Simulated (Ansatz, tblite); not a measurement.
Cost and result up the ladder for Al(NH2Me)H3 (CH8AlN) (11 atoms). The state is a singlet with charge 0. Geometry: r2SCAN-D4/def2-TZVP.

```xyz
11

Al   -0.0890   -0.8211    1.3876
N    -0.5616    0.3813   -0.1963
C     0.5240    0.5015   -1.1964
H    -0.8090    1.3010    0.1621
H    -1.4025    0.0148   -0.6368
H     0.2449    1.1483   -2.0307
H     1.4061    0.9019   -0.6986
H     0.7616   -0.4950   -1.5660
H     1.1878   -0.0281    1.9472
H     0.1893   -2.1914    0.6022
H    -1.4516   -0.7134    2.2258
```

Ansatz on 4 threads of Arm Neoverse V2 on a shared host; xTB runs through tblite on one thread. Times are rough, summed over both states, and most runs start from the orbitals of an earlier one. PBE0-D4/def2-TZVP serves as the yardstick here, not as an exact answer. The other state is a triplet.

The xTB rows come from tblite. HOMO above LUMO, or a gap near zero within one spin, warns that the state may not be the lowest or that an electron is smeared out.

Run but left out: PBE-D4/def2-TZVP (triplet: an occupied level 0.21 eV above an empty one).

xTB has no spin-polarisation term.

```json
{"level": "GFN2-xTB", "functions": "25", "wall time": "0.007 s"}
{"level": "GFN1-xTB", "functions": "33", "wall time": "0.01 s"}
{"level": "r2SCAN-D4/def2-TZVP", "functions": "147", "wall time": "5.4 s"}
{"level": "PBE0-D4/def2-TZVP (with forces)", "functions": "147", "wall time": "5.6 s"}
```

(1) Estimate what each level gives for the vertical triplet (eV).

Results:

(1) 
```tsv
level	vertical triplet (eV)	difference from PBE0-D4/def2-TZVP (eV)	remarks
GFN2-xTB	6.66	0.59	–
GFN1-xTB	7.63	1.55	–
r2SCAN-D4/def2-TZVP	5.89	-0.18	gap within one spin near zero (triplet)
PBE0-D4/def2-TZVP (with forces)	6.07	0.00	–
```
